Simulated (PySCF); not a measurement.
# CH₇NSi: electronic excitations at several levels of theory, part 2 of 2

PySCF 2.14.0. Atoms count from 0. Earlier steps stand in the parts before.

### Step 6. Ultraviolet spectrum: PBE0/def2-TZVP

What the job is given:

```
{"job": {"kind": "uv", "xc": "PBE0", "basis": "def2-TZVP"}, "charge": 0, "multiplicity": 1}
C     -1.333892    -0.108755     0.043676
N     -0.102541     0.642302     0.016793
Si     1.471681    -0.072336     0.091603
H     -1.198465    -1.067068    -0.483209
H     -2.141710     0.428317    -0.481302
H     -1.700215    -0.348285     1.061742
H     -0.193107     1.594445     0.352816
H      1.585034    -1.103225    -0.986534
H      1.818759    -0.762409     1.382451
H      2.461782     1.027049    -0.115400
```

Level: TDDFT PBE0/def2-TZVP, vertical, gas phase, core orbitals frozen in the response.

Output:

```text
coarse grid: 8112 points
cycle   1  E = -386.3493141161  dE = -3.409e-02  |g| = 3.588e-01  |ddm| = 2.076e+00
cycle   2  E = -386.3231533247  dE =  2.616e-02  |g| = 4.974e-01  |ddm| = 5.947e-01
cycle   3  E = -386.3771189908  dE = -5.397e-02  |g| = 4.538e-02  |ddm| = 3.696e-01
cycle   4  E = -386.3775087686  dE = -3.898e-04  |g| = 1.453e-02  |ddm| = 3.214e-02
cycle   5  E = -386.3775508243  dE = -4.206e-05  |g| = 4.776e-03  |ddm| = 9.770e-03
cycle   6  E = -386.3775558998  dE = -5.076e-06  |g| = 4.277e-04  |ddm| = 2.753e-03
final grid: 71736 points
cycle   7  E = -386.3707834698  dE = -2.285e-05  |g| = 5.903e-03  |ddm| = 2.145e-02
cycle   8  E = -386.3707773038  dE =  6.166e-06  |g| = 7.838e-03  |ddm| = 8.527e-03
cycle   9  E = -386.3707911564  dE = -1.385e-05  |g| = 7.150e-04  |ddm| = 5.065e-03
cycle  10  E = -386.3707912565  dE = -1.001e-07  |g| = 1.911e-04  |ddm| = 4.873e-04
cycle  11  E = -386.3707912640  dE = -7.533e-09  |g| = 2.720e-05  |ddm| = 1.037e-04
cycle  12  E = -386.3707912642  dE = -1.606e-10  |g| = 4.884e-06  |ddm| = 2.041e-05
converged SCF energy = -386.3707912642

Static polarisability (au): isotropic 47.878, principal 43.709 45.093 54.832

Singlet excitations
state   eV       nm        f      main configurations
  1   5.7488    215.7   0.00511   H->L 0.99
  2   6.7946    182.5   0.00886   H->L+1 0.98
  3   7.3103    169.6   0.00863   H->L+2 0.67, H->L+4 0.24
  4   7.5565    164.1   0.05501   H->L+4 0.53, H->L+2 0.32, H->L+3 0.12
  5   7.7928    159.1   0.07976   H->L+3 0.76, H->L+4 0.17
  6   8.0078    154.8   0.00537   H->L+5 0.93
  7   8.5210    145.5   0.01349   H-1->L 0.92
  8   8.5433    145.1   0.00932   H-2->L 0.93
  9   8.8198    140.6   0.03419   H->L+6 0.94
 10   9.1034    136.2   0.07121   H->L+7 0.82, H-3->L 0.13

Triplet excitations (Tamm-Dancoff, eV): 5.4095 6.5877 7.0183 7.0925
```

It took 6.7 s on 1 thread of Arm Neoverse V2, shared host; peak memory 0.58 GiB.

Key values: HOMO -6.76 eV, LUMO 0.45 eV; lowest singlet 5.75 eV.

### Step 7. TDDFT and polarisability: PBE0/aug-cc-pVDZ

Settings changed since step 6:

```diff
@@ -1,2 +1,2 @@
-{"job": {"kind": "uv", "xc": "PBE0", "basis": "def2-TZVP"}, "charge": 0, "multiplicity": 1}
+{"job": {"kind": "uv", "xc": "PBE0", "basis": "aug-cc-pVDZ"}, "charge": 0, "multiplicity": 1}
 C     -1.333892    -0.108755     0.043676
```

Method: TDDFT PBE0/aug-cc-pVDZ, vertical, gas phase, core orbitals frozen in the response.

Output:

```text
coarse grid: 8112 points
cycle   1  E = -386.2926898111  dE =  2.241e-03  |g| = 3.361e-01  |ddm| = 6.199e+00
cycle   2  E = -386.2659898491  dE =  2.670e-02  |g| = 4.796e-01  |ddm| = 1.275e+00
cycle   3  E = -386.3190485313  dE = -5.306e-02  |g| = 3.854e-02  |ddm| = 6.957e-01
cycle   4  E = -386.3193724491  dE = -3.239e-04  |g| = 1.342e-02  |ddm| = 8.827e-02
cycle   5  E = -386.3194135838  dE = -4.113e-05  |g| = 3.451e-03  |ddm| = 2.826e-02
cycle   6  E = -386.3194165132  dE = -2.929e-06  |g| = 3.349e-04  |ddm| = 6.536e-03
final grid: 71736 points
cycle   7  E = -386.3280732199  dE = -9.555e-06  |g| = 5.853e-03  |ddm| = 7.201e-02
cycle   8  E = -386.3280660835  dE =  7.136e-06  |g| = 8.050e-03  |ddm| = 2.200e-02
cycle   9  E = -386.3280816486  dE = -1.557e-05  |g| = 7.162e-04  |ddm| = 1.227e-02
cycle  10  E = -386.3280817614  dE = -1.128e-07  |g| = 1.120e-04  |ddm| = 1.197e-03
cycle  11  E = -386.3280817642  dE = -2.750e-09  |g| = 2.085e-05  |ddm| = 2.197e-04
cycle  12  E = -386.3280817643  dE = -1.278e-10  |g| = 3.915e-06  |ddm| = 7.075e-05
converged SCF energy = -386.3280817643

Static polarisability (au): isotropic 52.222, principal 47.654 49.248 59.764

Singlet excitations
state   eV       nm        f      main configurations
  1   5.2751    235.0   0.00178   H->L 0.94
  2   6.0314    205.6   0.03448   H->L+1 0.87
  3   6.2377    198.8   0.00273   H->L+2 0.87
  4   6.3801    194.3   0.00845   H->L+3 0.65, H->L+4 0.27
  5   6.5071    190.5   0.01944   H->L+4 0.67, H->L+3 0.25
  6   6.6476    186.5   0.00529   H->L+5 0.83
  7   6.9933    177.3   0.00967   H->L+6 0.95
  8   7.2207    171.7   0.00408   H->L+7 0.93
  9   7.3373    169.0   0.04744   H->L+8 0.96
 10   7.6918    161.2   0.03355   H->L+9 0.96

Triplet excitations (Tamm-Dancoff, eV): 5.0548 5.8380 6.1237 6.2688
```

It took 6.2 s on 1 thread of Arm Neoverse V2, shared host; peak memory 0.61 GiB.

Key values: HOMO -6.72 eV, LUMO -0.19 eV; lowest singlet 5.28 eV.

### Step 8. Ultraviolet spectrum: PBE0/def2-TZVPD

Settings changed since step 7:

```diff
@@ -1,2 +1,2 @@
-{"job": {"kind": "uv", "xc": "PBE0", "basis": "aug-cc-pVDZ"}, "charge": 0, "multiplicity": 1}
+{"job": {"kind": "uv", "xc": "PBE0", "basis": "def2-TZVPD"}, "charge": 0, "multiplicity": 1}
 C     -1.333892    -0.108755     0.043676
```

Level: TDDFT PBE0/def2-TZVPD, vertical, gas phase, core orbitals frozen in the response.

Output:

```text
coarse grid: 8112 points
cycle   1  E = -386.3506761331  dE = -3.456e-02  |g| = 3.569e-01  |ddm| = 2.262e+00
cycle   2  E = -386.3233347540  dE =  2.734e-02  |g| = 5.010e-01  |ddm| = 7.139e-01
cycle   3  E = -386.3782642957  dE = -5.493e-02  |g| = 4.622e-02  |ddm| = 3.495e-01
cycle   4  E = -386.3786674759  dE = -4.032e-04  |g| = 1.481e-02  |ddm| = 4.228e-02
cycle   5  E = -386.3787110627  dE = -4.359e-05  |g| = 4.827e-03  |ddm| = 1.174e-02
cycle   6  E = -386.3787162547  dE = -5.192e-06  |g| = 4.141e-04  |ddm| = 4.084e-03
final grid: 71736 points
cycle   7  E = -386.3719577345  dE = -2.428e-05  |g| = 5.933e-03  |ddm| = 9.511e-02
cycle   8  E = -386.3719512626  dE =  6.472e-06  |g| = 7.947e-03  |ddm| = 9.750e-03
cycle   9  E = -386.3719655059  dE = -1.424e-05  |g| = 7.426e-04  |ddm| = 5.374e-03
cycle  10  E = -386.3719656147  dE = -1.088e-07  |g| = 1.939e-04  |ddm| = 5.492e-04
cycle  11  E = -386.3719656224  dE = -7.757e-09  |g| = 2.805e-05  |ddm| = 1.575e-04
cycle  12  E = -386.3719656226  dE = -1.754e-10  |g| = 5.015e-06  |ddm| = 3.677e-05
converged SCF energy = -386.3719656226

Static polarisability (au): isotropic 51.743, principal 47.204 48.824 59.201

Singlet excitations
state   eV       nm        f      main configurations
  1   5.5028    225.3   0.00289   H->L 0.97
  2   6.3497    195.3   0.03271   H->L+1 0.87, H->L+2 0.09
  3   6.5607    189.0   0.00231   H->L+2 0.76, H->L+3 0.14, H->L+1 0.09
  4   6.9093    179.4   0.00560   H->L+3 0.78, H->L+2 0.14
  5   6.9355    178.8   0.00988   H->L+4 0.90
  6   7.2345    171.4   0.02899   H->L+5 0.97
  7   7.7701    159.6   0.06449   H->L+6 0.99
  8   8.2013    151.2   0.00207   H->L+7 0.88
  9   8.2643    150.0   0.01604   H->L+9 0.51, H-1->L 0.31
 10   8.3171    149.1   0.01972   H-1->L 0.41, H-2->L 0.36, H->L+9 0.11

Triplet excitations (Tamm-Dancoff, eV): 5.2357 6.1336 6.3938 6.7359
```

Run time: 9.9 s. Hardware: 1 thread of Arm Neoverse V2, shared host; peak memory 0.72 GiB.

Key values: HOMO -6.80 eV, LUMO 0.09 eV; lowest singlet 5.50 eV.

### Step 9. Excited states and response: PBE0/6-31+G*

Settings changed since step 8:

```diff
@@ -1,2 +1,2 @@
-{"job": {"kind": "uv", "xc": "PBE0", "basis": "def2-TZVPD"}, "charge": 0, "multiplicity": 1}
+{"job": {"kind": "uv", "xc": "PBE0", "basis": "6-31+G*"}, "charge": 0, "multiplicity": 1}
 C     -1.333892    -0.108755     0.043676
```

Method: TDDFT PBE0/6-31+G*, vertical, gas phase, core orbitals frozen in the response.

Output:

```text
coarse grid: 8112 points
cycle   1  E = -386.3095427068  dE = -1.695e-02  |g| = 3.321e-01  |ddm| = 2.601e+00
cycle   2  E = -386.2850806817  dE =  2.446e-02  |g| = 4.659e-01  |ddm| = 7.766e-01
cycle   3  E = -386.3355946620  dE = -5.051e-02  |g| = 3.672e-02  |ddm| = 4.699e-01
cycle   4  E = -386.3358701750  dE = -2.755e-04  |g| = 1.362e-02  |ddm| = 4.918e-02
cycle   5  E = -386.3359129729  dE = -4.280e-05  |g| = 3.162e-03  |ddm| = 1.331e-02
cycle   6  E = -386.3359153707  dE = -2.398e-06  |g| = 2.787e-04  |ddm| = 4.059e-03
final grid: 71736 points
cycle   7  E = -386.3017944883  dE = -7.738e-06  |g| = 5.844e-03  |ddm| = 1.430e-02
cycle   8  E = -386.3017875454  dE =  6.943e-06  |g| = 8.031e-03  |ddm| = 1.255e-02
cycle   9  E = -386.3018030386  dE = -1.549e-05  |g| = 6.622e-04  |ddm| = 7.423e-03
cycle  10  E = -386.3018031363  dE = -9.767e-08  |g| = 1.064e-04  |ddm| = 5.612e-04
cycle  11  E = -386.3018031387  dE = -2.395e-09  |g| = 1.766e-05  |ddm| = 1.133e-04
cycle  12  E = -386.3018031388  dE = -8.509e-11  |g| = 2.549e-06  |ddm| = 3.814e-05
converged SCF energy = -386.3018031388

Static polarisability (au): isotropic 44.735, principal 41.148 42.770 50.287

Singlet excitations
state   eV       nm        f      main configurations
  1   5.3914    230.0   0.00259   H->L 0.98
  2   6.3103    196.5   0.03974   H->L+1 0.94
  3   6.5882    188.2   0.00325   H->L+2 0.94
  4   6.7017    185.0   0.00478   H->L+3 0.94
  5   7.0057    177.0   0.02414   H->L+4 0.98
  6   7.2703    170.5   0.00483   H->L+6 0.51, H->L+5 0.41
  7   7.5663    163.9   0.00336   H->L+5 0.55, H->L+6 0.42
  8   7.8813    157.3   0.03524   H->L+7 0.94
  9   8.3250    148.9   0.03091   H-1->L 0.90
 10   8.3621    148.3   0.04462   H-2->L 0.82

Triplet excitations (Tamm-Dancoff, eV): 5.1515 6.1059 6.4625 6.5843
```

Run time: 3.2 s. Hardware: 1 thread of Arm Neoverse V2, shared host; peak memory 0.47 GiB.

This run: HOMO -6.71 eV, LUMO 0.03 eV; lowest singlet 5.39 eV.

### Step 10. Comparing the runs: electronic excitations

Excitations and ground-state properties, with basis size and wall time:

```csv
run,lowest singlet (eV),brightest (eV),f,gap (eV),α (Å³),μ (D),functions,time
wB97X-D/def2-SVPD,6.01,8.94,0.096,10.69,7.48,1.18,120,11 s
LC-wPBE/def2-SVPD,6.38,9.36,0.104,11.71,7.30,1.17,120,15 s
PBE0/6-31G*,6.00,9.67,0.095,7.53,5.84,1.22,60,2.6 s
PBE0/def2-SVP,6.10,8.36,0.140,7.63,6.33,1.25,81,3.4 s
PBE0/def2-TZVP,5.75,7.79,0.080,7.21,7.09,1.23,141,6.7 s
PBE0/aug-cc-pVDZ,5.28,7.34,0.047,6.53,7.74,1.14,136,6.2 s
PBE0/def2-TZVPD,5.50,7.77,0.064,6.89,7.67,1.19,180,9.9 s
PBE0/6-31+G*,5.39,8.36,0.045,6.74,6.63,1.16,72,3.2 s
```

### Step 11. Outcome

This closing draws on all 2 parts.

```
                                quantity                        value
      lowest singlet (wB97X-D/def2-SVPD)  6.01 eV (206 nm), f = 0.004
brightest single state of those computed  state 9, 8.94 eV, f = 0.096
                          lowest triplet                      5.80 eV
       vertical ionisation energy (ΔSCF)                      9.04 eV
             range of the lowest singlet              5.28 to 6.38 eV
```

**Reading.** Single values in the summary come from the first run of each kind that ended normally (wB97X-D/def2-SVPD), which need not be the best level. The first singlet state (HOMO→LUMO 0.91) lies at 6.01 eV and is weak; of the 10 states computed, the strongest absorption comes from state 9 at 8.94 eV. The lowest triplet lies 0.22 eV below the lowest singlet (triplets in Tamm-Dancoff, singlets in full TDDFT). At wB97X-D/def2-SVPD, the highest states lie near or above the ionisation energy, where they hang on the basis. ΔSCF puts the ionisation energy at 9.04 eV, 0.37 eV above −ε(HOMO). The lowest singlet runs from 5.28 eV (PBE0/aug-cc-pVDZ) to 6.38 eV (LC-wPBE/def2-SVPD), while the orbital gap spans 6.53 to 11.71 eV. The lowest state need not be the same one in every run. The runs solved for a few states only, so the brightest column depends on that window.
